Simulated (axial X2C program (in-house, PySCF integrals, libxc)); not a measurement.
# BP⁺ along the bond: HF, with spin–orbit coupling

Computed with an in-house relativistic program for diatomic molecules. Two-component (2c) means X2C with spin–orbit coupling and atomic mean-field two-electron Coulomb and Gaunt terms. Basis: P dyall-v3z [8s7p2d1f], B dyall-v3z [7s6p2d1f] (cores contracted in-house); Gaussian nuclei, density fitting, unrestricted open shells. Masses: P 30.974 u, B 11.009 u.

State: Ω = 3/2 (⟨Sz⟩ = 1.50, ⟨Lz⟩ = 0.00 at HF). Dipoles are positive if B is the positive end and refer to the centre of mass.

Results along the bond:

| R (Å) | μ (D) | HOMO (eV) | LUMO (eV) |
| --- | --- | --- | --- |
| 1.615 | 1.410 | -19.00 | -7.58 |
| 1.689 | 1.692 | -18.94 | -7.37 |
| 1.745 | 1.915 | -18.65 | -7.21 |
| 1.800 | 2.142 | -18.39 | -7.07 |
| 1.856 | 2.363 | -18.16 | -6.94 |
| 1.921 | 2.598 | -17.94 | -6.81 |
| 1.986 | 2.791 | -17.77 | -6.69 |
| 2.069 | 2.964 | -17.60 | -6.57 |
| 2.171 | 3.099 | -17.46 | -6.54 |
| 2.320 | 3.317 | -17.28 | -6.47 |

The state is one determinant whose occupation by symmetry is held fixed; it was picked as the lowest of a PBE0 search that is not exhaustive. PBE0 can misorder states that lie within some tenths of an eV, so this need not be the ground state of the molecule. The nearest other 2c determinant of the search, Ω = 1/2, lies 0.30 eV up at the distance of the search. With several unpaired electrons one determinant need not be a pure state. This is the top spin component of a Σ state; components of lower Ω are not single determinants and can lie lower.
